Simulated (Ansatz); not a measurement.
# AlFH4Si: the cost of one run

Computed with Ansatz 0.2.0, driven from Python. The levels of theory stand in the script.

### 1 The structure

Bond lengths: F1–Al2 1.786 Å, Al2–Si3 2.367 Å, Al2–H4 1.641 Å, Si3–H5 1.449 Å, Si3–H6 1.487 Å, Si3–H7 1.518 Å. Angles: F1–Al2–Si3 120.9°, F1–Al2–H4 120.2°, Si3–Al2–H4 118.9°, Al2–Si3–H5 110.4°, Al2–Si3–H6 109.5°, Al2–Si3–H7 108.2°, H5–Si3–H6 111.3°, H5–Si3–H7 110.0°, H6–Si3–H7 107.4°.

No structure file is read: the coordinates are typed or built in the script.

### 2 Script

File composite_alfh4si.py:

```python
"""Relax AlFH4Si cheaply, then refine its energy."""

import itertools

import ansatz as az
from ase.data import atomic_numbers, covalent_radii
import numpy as np

mol = (
    az.Crystal.molecule()
    .atom("F", (-1.4528, -2.2799, 0.2659))
    .atom("Al", (-0.1682, -1.1143, 0.6931))
    .atom("Si", (0.1194, 0.8831, -0.5445))
    .atom("H", (0.881, -1.4519, 1.9084))
    .atom("H", (-0.8614, 0.9636, -1.6079))
    .atom("H", (0.0235, 2.0518, 0.3699))
    .atom("H", (1.5197, 0.8795, -1.1306))
)

calc = (
    mol.calculation()
    .basis(gaussian="def2-SVP")
    .functional("r2scan", dispersion="d3bj")
)
symbols = [site.symbol for site in mol.cartesian_sites]
start = np.array([site.position_ang for site in mol.cartesian_sites], dtype=float)
report = calc.relax(force_tolerance=0.01, max_steps=100).run(threads=1, pin="off").report
end = np.array(report["positions_ang"])
# pairs closer than 1.2 times the sum of covalent radii, before or after
radius = [covalent_radii[atomic_numbers[s]] for s in symbols]
span = lambda where, i, j: np.linalg.norm(where[i] - where[j])
bonded = [(i, j) for i, j in itertools.combinations(range(len(symbols)), 2) if min(span(start, i, j), span(end, i, j)) < 1.2 * (radius[i] + radius[j])]
print("pair        before    after (A)")
for i, j in bonded:
    print(f"{symbols[i]}{i}-{symbols[j]}{j}".ljust(10), f"{span(start, i, j):8.4f} {span(end, i, j):8.4f}")
for first, second in list(itertools.combinations(bonded, 2)):
    shared = set(first) & set(second)
    if shared and symbols[(j := shared.pop())] != "H":
        i, k = sorted((set(first) | set(second)) - {j})
        u, v = end[i] - end[j], end[k] - end[j]
        angle = np.degrees(np.arccos(np.clip(u @ v / np.linalg.norm(u) / np.linalg.norm(v), -1, 1)))
        print(f"final angle {symbols[i]}{i}-{symbols[j]}{j}-{symbols[k]}{k}: {angle:.2f} deg")

minimum = az.Crystal.molecule()
for symbol, place in zip(symbols, end):
    minimum = minimum.atom(symbol, place.tolist())
at_minimum = minimum.calculation()
# MP2 extrapolated to the basis limit, plus the small-basis difference CCSD(T) - MP2
level = lambda method, basis: at_minimum.basis(gaussian=basis).correlation(method).run(threads=1, pin="off").report
small, large, cluster = level("mp2", "cc-pVDZ"), level("mp2", "cc-pVTZ"), level("ccsd_t", "cc-pVDZ")
corr = lambda each: (each["free_energy_ev"] - each["reference_energy_ev"]) / 27.211386246
mp2_limit = (27 * corr(large) - 8 * corr(small)) / 19
pieces = {"HF / cc-pVTZ": large["reference_energy_ev"] / 27.211386246, "MP2 correlation, DZ-TZ limit": mp2_limit, "CCSD(T) - MP2 / cc-pVDZ": corr(cluster) - corr(small)}
for name, value in pieces.items():
    print(f"{name:32s} {value:14.6f} Ha")
print(f"{'sum':32s} {sum(pieces.values()):14.6f} Ha")
print("T1 diagnostic", round(cluster["correlation"]["coupled_cluster"]["t1_diagnostic"], 4))
```

### 3 The calls as engine input

The package turns the script's settings into the engine's input (first run):

```yaml
crystal:
  periodic: [false, false, false]
  atoms:
    - { symbol: F, position_ang: [-1.4528, -2.2799, 0.2659] }
    - { symbol: Al, position_ang: [-0.1682, -1.1143, 0.6931] }
    - { symbol: Si, position_ang: [0.1194, 0.8831, -0.5445] }
    - { symbol: H, position_ang: [0.881, -1.4519, 1.9084] }
    - { symbol: H, position_ang: [-0.8614, 0.9636, -1.6079] }
    - { symbol: H, position_ang: [0.0235, 2.0518, 0.3699] }
    - { symbol: H, position_ang: [1.5197, 0.8795, -1.1306] }
basis:
  gaussian:
    orbitals: def2-SVP
hamiltonian:
  xc: r2scan
  dispersion: d3bj
relax:
  f_tol: 0.01
  max_steps: 100
```

### 4 The run

On the command line:

```console
$ python composite_alfh4si.py
```

Q: Estimate wall time and peak memory on 1 thread of Arm Neoverse V2, shared host.

About 33 s, with a peak of 0.32 GiB.
